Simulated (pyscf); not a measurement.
`[CH3][CH2][SnH3]` → `[CH3][CH3]` + `[SnH2]` [singlet] (1,1-elimination; singlet surface; C–Sn, H–Sn broken, C–H formed). PySCF, gas phase, ωB97X-D3(BJ)/def2-SVP geometries. Correlated levels are frozen-core, on RHF or UHF. ΔMP2 is the change of the MP2 total energy from the triple- to the quadruple-zeta basis. Energies in kcal/mol from the reactant's lowest minimum found.

| level | barrier | reaction energy |
|---|---|---|
| r²SCAN/def2-TZVP | 49.4 | +12.2 |
| B3LYP-D3(BJ)/def2-TZVP | 51.4 | +7.6 |
| PBE0-D3(BJ)/def2-TZVP | 52.5 | +12.5 |
| ωB97M-D3(BJ)/def2-TZVP | 56.6 | +9.8 |
| HF/def2-TZVP | 72.4 | +4.1 |
| CCSD/def2-TZVPP | 57.8 | +11.7 |
| CCSD(T)/def2-TZVPP + ΔMP2(QZVPP) | ? | ? |

Complete the blanks.


- CCSD(T)/def2-TZVPP + ΔMP2(QZVPP), barrier: 53.3
- CCSD(T)/def2-TZVPP + ΔMP2(QZVPP), reaction energy: +13.5

On the product side the descent ends in a complex (not fully relaxed), 5.4 kcal/mol under the separated species and 50.2 kcal/mol under the saddle at ωB97X-D3(BJ)/def2-TZVP. At ωB97X-D3(BJ) the barrier from the zero used here is 60.7 kcal/mol. H₃C–CH₂–SnH₃ lies 8.1 kcal/mol over its isomer H₃C–SnH₂–CH₃, and others may lie lower still (electronic energy, ωB97M-D3(BJ)). This is the saddle that the search found; another between the same sides may lie lower. The CCSD(T) − MP2 part came from Ansatz, without density fitting, on the same reference. The frozen core leaves the outer d or s,p core shells of the metals and heavy elements correlated in the MP2 and CC values, and def2-TZVPP describes them poorly, which can shift differences by a few kcal/mol. Elements past Kr carry the def2 core potentials, without spin-orbit coupling.
